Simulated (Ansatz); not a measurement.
LiNbO₃ (R3c, No. 161) was calculated with HSE06 (Ansatz, an electronic-structure program, PAW).

Run with plane-wave cutoff 460 eV, 6×6×6 k mesh, Fermi–Dirac smearing 0.01 eV, no spin polarisation, scalar-relativistic PAW data made under PBE.

Cell (relaxed at this level):

```
LiNbO3
1.0
    2.56661     1.48183     4.61400
   -2.56661     1.48183     4.61400
    0.00000    -2.96366     4.61400
Li Nb O
2 2 6
Direct
  0.28063   0.28063   0.28063
  0.78063   0.78063   0.78063
  0.99937   0.99937   0.99937
  0.49937   0.49937   0.49937
  0.10995   0.35738   0.71977
  0.71977   0.10995   0.35738
  0.35738   0.71977   0.10995
  0.21977   0.85738   0.60995
  0.85738   0.60995   0.21977
  0.60995   0.21977   0.85738
```

Problem. What does this level give for the band gap and smallest direct gap on the k points sampled?

Solution. 
- band gap: 5.14 eV
- smallest direct gap on the k points sampled: 5.18 eV

Note: the relaxation could not lower the start's symmetry, so the cell can be a saddle point above a distorted one.

Spin–orbit coupling is not included.

The computed numbers hold no vibrational or temperature effects.

The result took around 50 core-minutes (rough).
